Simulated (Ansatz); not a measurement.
Take MgS in the rock salt structure (space group Fm-3m, No. 225; a = 5.203 Å) as the base.

The values are results of Kohn–Sham DFT with the r2SCAN functional, run in Ansatz (a first-principles code) with PAW and 500 eV plane waves, no SOC, not measurements.

One thing is altered: full substitution S → Se; the structure is relaxed again.

Measured lattice parameter a: MgS 5.188 Å (static lattice; corrected from measurement; as listed in Tamar Goldzak et al., The Journal of Chemical Physics (2022)); MgSe 5.46 Å (room temperature; as listed in M J Lucero, T M Henderson, G E Scuseria, Journal of Physics Condensed Matter (2012)).

Task: How well does r2SCAN reproduce the measured shift?

Result: With r2SCAN the lattice parameter a moves by +0.269 Å (5.203 → 5.472) against +0.272 Å measured. The two measured values stand on different bases (one corrected, one not), which blurs small differences.

No phonon test of stability was made.
